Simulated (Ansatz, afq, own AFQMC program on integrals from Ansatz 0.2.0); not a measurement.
## CH$_{3}$Br, triplet: AFQMC among the cluster methods

```xyz
5

Br   -0.4488    0.0000    0.0000
H     1.0742    0.0000    0.0000
C     2.4202    0.0000    0.0000
H     2.8346    0.0000    0.9962
H     2.8346    0.0000   -0.9962
```

Connectivity, by distances: Br ··· CH2, 1 bridging H.

Basis cc-pVTZ. Only valence electrons are correlated. AFQMC by an in-house program on the Cholesky factors that Ansatz 0.2.0 writes for its CCSD(T) run. The CISD trial takes its coefficients from CCSD amplitudes. Released means that phaseless walkers are propagated on without the constraint, phases kept. ± is one standard error of the sampling. No spin–orbit coupling.

Determinant: UHF, the one that the program's search chose, which needn't be the lowest solution. The geometry is a point of a scan.

No full CI on the walks' own integrals is used here. The released AFQMC energy serves as the reference, which it does only where one determinant dominates, the energy is flat over the last release times and near the phaseless one (40 meV or 2 meV an electron, half that with transition metals). On small molecules, where full CI could be run and the noise was under 10 meV, such values lay within 10 meV of it in 19 cases of 20, a flattering rate, since the rule was set on those same cases; what remains of the bias isn't in the error bar.

Cautions: no relativity below Rb; no spin-orbit coupling; inner d shell frozen; lower spins were not checked; unrestricted determinant slightly spin contaminated (⟨S²⟩ 2.05 against 2.00); the released value is read at 2.40 1/Eh (meV from the phaseless value at times in 1/Eh: -1 ± 6 at 0.24, -1 ± 5 at 0.51, 1 ± 7 at 0.99, -4 ± 7 at 1.62, 1 ± 9 at 2.40).

```
T1 diagnostic                               : 0.0144
weight of the determinant in the CISD state : 0.868
⟨S²⟩ of the determinant                     : 2.050
size of the correlated space                : 14 electrons in 100 orbitals
```

Reference: AFQMC with the constraint released, correlation energy -9.762 ± 0.009 eV.

```tsv
level	E − E(reference) (kJ/mol)	share of correlation (%)
HF	941.9 ± 0.9	0.00
MP2	134.3 ± 0.9	85.74
CCSD	35.5 ± 0.9	96.23
CCSD(T)	3.8 ± 0.9	99.60
ph-AFQMC/CISD	-0.1 ± 1.0	100.01
```

A walk keeps the symmetry of its determinant, which the program's search chose and which needn't be the lowest solution, so a lower state of the same spin and another symmetry isn't excluded. Released energies are given only where the last usable release times agree within the noise; a slower fall can still hide under it.
